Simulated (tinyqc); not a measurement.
Orbital energy against energy difference: ionisation energy by orbital energies and by energy differences in the cc-pvdz basis, for H2O, spin multiplicity 1. Computed by the program tinyqc with PySCF. 

Geometry (angstrom):

| atom | x | y | z |
|---|---|---|---|
| O | 0.0000 | 0.0000 | 0.0000 |
| H | 0.0000 | 0.7370 | 0.5410 |
| H | 0.0000 | -0.7370 | 0.5410 |

CCSD(T) difference in the same basis = 12.1245 eV

IP-EOM-CCSD = 11.9675 eV

The cation is unrestricted; errors are against CCSD(T) in this basis, not against experiment.

First vertical ionisation energy (eV):

| method | -e(HOMO) | E(cation) - E | error of -e(HOMO) | error of the difference |
|---|---|---|---|---|
| HF | 13.486 | 10.91883 | 1.361 | -1.206 |
| LDA | 6.297 | 12.82131 | -5.827 | 0.697 |
| PBE | 6.195 | 12.46244 | -5.930 | 0.338 |
| B3LYP | 7.911 | 12.49720 | -4.214 | 0.373 |
| PBE0 | 8.284 | 12.38026 | -3.841 | 0.256 |
| CAM-B3LYP | 9.809 | 12.49342 | -2.315 | 0.369 |
| LC-wPBE | 11.288 | 12.54653 | -0.836 | 0.422 |

Koopmans errs by +1.36 eV and Delta-HF by -1.21 eV: relaxation, 2.57 eV, lowers the value and the missing correlation difference works against it. The PBE level is off by -5.9 eV through the wrong tail of its potential, though its energy difference is off by +0.34 eV; exact exchange deepens the level, and among the orbital energies LC-wPBE comes closest; among the differences PBE0 does.
